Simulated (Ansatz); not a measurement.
Born–Oppenheimer molecular dynamics of H2NSSi (5 atoms, charge 0, multiplicity 2). It starts at the highest image of a converged band, a first-order saddle point between two minima.

These are results of UKS r2SCANh/def2-SVP in Ansatz 0.2.0, not measurements.

```yaml
ensemble: NVE (velocity Verlet)
time_step: 0.5 fs
steps_asked: 200
starting_velocities_drawn_for: 300 K
seed: 4563
```

First frame:

```xyz
5
Properties=species:S:1:pos:R:3
N -1.458 -0.064 -0.010
Si 0.135 -0.007 -0.034
S 1.665 0.512 1.216
H -2.076 -0.362 -0.757
H 1.734 -0.079 -0.415
```

(1) How far do the bonds stretch over the last three quarters of this one trajectory? (Pairs bonded in most of those frames.)

Results:

(1) 
| bond | mean (Å) | spread (Å) | shortest | longest |
| --- | --- | --- | --- | --- |
| N1–Si2 | 1.691 | 0.066 | 1.57 | 1.79 |
| N1–H4 | 1.033 | 0.027 | 0.98 | 1.08 |
| Si2–S3 | 1.997 | 0.080 | 1.87 | 2.11 |
| Si2–H5 | 1.532 | 0.081 | 1.37 | 1.67 |

Mean temperature of the second half: 2041 K. The conserved energy stayed within 0.71 meV per atom of its start (net change 0.3 meV per atom), so the integration is sound. The kinetic energy rose, since the run started high on the potential surface and went downhill. A run of 0.1 ps of so small a system gives no equilibrium averages.

Time of the run: 8.5 min on 2 threads of AMD EPYC 7R43 64-Core Processor (Zen 3), with other jobs on the host, peak memory 0.21 GiB.
